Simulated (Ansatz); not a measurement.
We consider tetragonal perovskite BaTiO₃, described by PBEsol in Ansatz (PAW).

Settings: plane-wave cutoff 520 eV, 8×8×8 k mesh, Fermi–Dirac smearing 0.01 eV, no spin polarisation, scalar-relativistic PAW data made under PBE.

Properties against volume:

Shape and atoms are relaxed at each volume.

| V (Å³/atom) | P (GPa) | direct gap at Γ (eV) | smallest gap on the k mesh (eV) | c (Å) |
|---|---|---|---|---|
| 12.148 | 6.18 | 2.026 | 1.891 | 3.944 |
| 12.401 | 2.81 | 2.130 | 1.868 | 3.991 |
| 12.654 | 0.01 | 2.219 | 1.849 | 4.044 |
| 12.907 | -2.26 | 2.295 | 1.833 | 4.105 |
| 13.161 | -4.02 | 2.362 | 1.823 | 4.174 |

The fundamental gap (1.85 eV at the equilibrium volume, with added k points) lies elsewhere than Γ–Γ.

Spin–orbit coupling is not included.

Ansatz is a program for electronic structure.
